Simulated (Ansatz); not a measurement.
Basis-set extrapolation for C4H9F, SMILES `CCCCF` (PBE0-D4/def2-TZVP geometry, frozen core, Ansatz 0.2.0). Multiplicity 1, RHF reference.

```tsv
	def2-TZVPP	def2-QZVPP
HF	-256.253432	-256.265339
MP2 correlation	-0.952200	-1.020658
CCSD(T) correlation	-1.035606	not run
```

Energies in hartree. Use E(X) = E(∞) + A·exp(−7.88·√X) for Hartree–Fock and E(X) = E(∞) + B·X^(−2.97) for correlation, with X = 3 and 4, and add CCSD(T) minus MP2 of the smaller set to the MP2 limit.

Q: What is the CCSD(T) energy at the basis-set limit?

A: HF limit: -256.265339 + (-0.011907) × 0.13774 = -256.26698. MP2 limit: -1.020658 + (-0.068458) × 0.74074 = -1.07137. Higher-order term: -1.035606 − (-0.952200) = -0.08341. Total: -257.42176 hartree, 348.5 kJ/mol below CCSD(T)/def2-TZVPP.
